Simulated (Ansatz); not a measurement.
```yaml
crystal:
  periodic: [false, false, false]
  atoms:
    - {symbol: F, position_ang: [-1.589312, -0.380192, 0.048247]}
    - {symbol: C, position_ang: [-1.334887, 0.335303, -0.044417]}
    - {symbol: C, position_ang: [-0.353392, 0.285074, -0.035358]}
    - {symbol: C, position_ang: [0.218792, -0.518917, 0.073031]}
    - {symbol: C, position_ang: [1.147324, 0.078983, -0.017153]}
    - {symbol: S, position_ang: [0.456141, 0.986974, -0.154700]}
    - {symbol: H, position_ang: [-1.498933, 0.824994, -0.147238]}
    - {symbol: H, position_ang: [0.193918, -0.857688, 0.767770]}
    - {symbol: H, position_ang: [0.155745, -1.057392, -0.387660]}
    - {symbol: H, position_ang: [1.367522, 0.084636, 0.513360]}
    - {symbol: H, position_ang: [1.342270, -0.074410, -0.635293]}
basis:
  gaussian: {orbitals: def2-SVPD}
hamiltonian: {xc: {name: wB97M-V}}
```

```sh
$ ansatz run in.yaml --threads 4 --pin off --events-out ev --progress --plain --max-ram 10444MiB
```

Output, abridged:

```
Functional definition: wB97M-V
1451 factors; their error is unknown
487 factors; integrals over basis functions are off by at most 8.4e-6 eV
mean field evaluation 1: about -17578.4271 eV, gradient 1.3e2 eV
mean field evaluation 2: about -17505.9476 eV, gradient 2.0e2 eV
mean field evaluation 4: about -17608.7243 eV, gradient 1.4e1 eV
mean field evaluation 8: about -17609.1506 eV, gradient 6.4e-1 eV
mean field evaluation 16: about -17609.2175 eV, gradient 5.0e-3 eV
a density is far from that of the atoms, so the factors are made again for it
1706 factors; integrals over basis functions are off by at most 3.2e-4 eV
487 factors; integrals over basis functions are off by at most 6.8e-6 eV
mean field -17609.21788830 eV, -647.1268214384 hartree, gradient 1.4e-5 eV, S^2 0.000000; 0 other end points of the search recorded, 0 dependent functions left out
reference -17609.21794306 eV, -647.1268234509 hartree; 27, 27 occupied and 143, 143 virtual orbitals, 1706 factors
Total energy: -17609.21794306 eV, -647.1268234509 hartree
```

In this input the geometry is squeezed to about two thirds of its size. The run converged. The result belongs to that input, not to the molecule as meant.
